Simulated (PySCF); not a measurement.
Members of one series of related molecules.

All values: PBE0/pcSseg-1 (PySCF) at PBE0-D3(BJ)/def2-SVP geometries, gas phase, one conformer each.

**Question.** Rank by dipole moment, highest first.
A. `[N:1]#[C:2][CH2:3][C@@H:4]1[CH2:5][O:6]1` with C2–C3–C4–C5 -96°
B. `[H]/[N:1]=[CH:2]\[C@H:3]1[CH2:4][O:5]1` with N1–C2–C3–C4 140°
C. `[F:1][CH2:2][C@@H:3]1[CH2:4][O:5]1` with F1–C2–C3–C4 -92° (epifluorohydrin)

**Answer.** B (2.64 D), A (2.25 D), C (0.53 D).

**Question.** Rank by HOMO–LUMO gap, highest first.
A. `C(/[C@H]1CO1)=N/[H]`
B. `F[C@H]1CO1`
C. `N#CC[C@@H]1CO1`
D. `C(F)[C@@H]1CO1`

**Answer.** B (10.38 eV), D (9.80 eV), C (8.95 eV), A (7.20 eV).

All values together:

| SMILES | formula | μ (D) | HOMO (eV) | LUMO (eV) | lowest IAO charge (e) | highest IAO charge (e) | lowest Hirshfeld charge (e) | highest Hirshfeld charge (e) |
| --- | --- | --- | --- | --- | --- | --- | --- | --- |
| FC[C@@H]1CO1 | C3H5FO | 0.53 | -8.17 | 1.63 | -0.398 (O) | +0.148 (H) | -0.161 (O) | +0.056 (H) |
| [H]/N=C\[C@H]1CO1 | C3H5NO | 2.64 | -7.78 | -0.58 | -0.416 (N) | +0.237 (H) | -0.228 (N) | +0.105 (H) |
| F[C@H]1CO1 | C2H3FO | 2.25 | -8.64 | 1.74 | -0.387 (O) | +0.345 (C) | -0.161 (O) | +0.108 (C) |
| N#CC[C@@H]1CO1 | C4H5NO | 2.25 | -8.50 | 0.45 | -0.396 (O) | +0.186 (H) | -0.224 (N) | +0.083 (C) |

Conformers: `[F:1][CH2:2][C@@H:3]1[CH2:4][O:5]1` with F1–C2–C3–C4 -92°; `[H]/[N:1]=[CH:2]\[C@H:3]1[CH2:4][O:5]1` with N1–C2–C3–C4 140°; `[N:1]#[C:2][CH2:3][C@@H:4]1[CH2:5][O:6]1` with C2–C3–C4–C5 -96°.
